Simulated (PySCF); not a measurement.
Compound: cyanoacetylene, C₃HN.
Geometry (B3LYP/def2-TZVP, Å), atoms numbered from 1 in this order:
```xyz
5
C3HN angstrom
C     -1.2731   -0.1721   -0.0301
C     -0.0817   -0.0185   -0.0018
C      1.2752    0.1605    0.0276
N      2.4202    0.3120    0.0521
H     -2.3273   -0.3109   -0.0521
```

The calculation used B3LYP/def2-TZVP geometry optimisation, gas phase (PySCF).

Take the most abundant isotopes and a rigid rotor. 

Task: What are the moment of inertia and the rotational constant?

Result: I = 110.094 u·Å², B = 505379 MHz·u·Å²/I = 4590 MHz (0.1531 cm⁻¹, or 0.220 K as hB/k).

Task: List the first levels of a rigid rotor in a Σ state.

Result: E(J) = BJ(J+1): J = 1: 0.306, J = 2: 0.919, J = 3: 1.837, J = 4: 3.062, J = 5: 4.594, J = 6: 6.431 cm⁻¹.

Task: Where do the first rotational lines fall?

Result: The dipole is 3.87 D; J+1 ← J lies at 2B(J+1): 1 ← 0 at 9.18 GHz, 2 ← 1 at 18.36 GHz, 3 ← 2 at 27.54 GHz, 4 ← 3 at 36.72 GHz, 5 ← 4 at 45.90 GHz, 6 ← 5 at 55.08 GHz.

No B3LYP/def2-TZVP frequencies stand behind this structure, so it isn't proved a minimum. These are rigid-rotor constants of the computed structure; measured ground-state constants (B0) also hold zero-point vibration.

On one thread, Arm Neoverse V1 (aarch64), on a shared host, this took 5.9 s and 0.44 GiB of memory at its peak. This is the geometry optimisation.
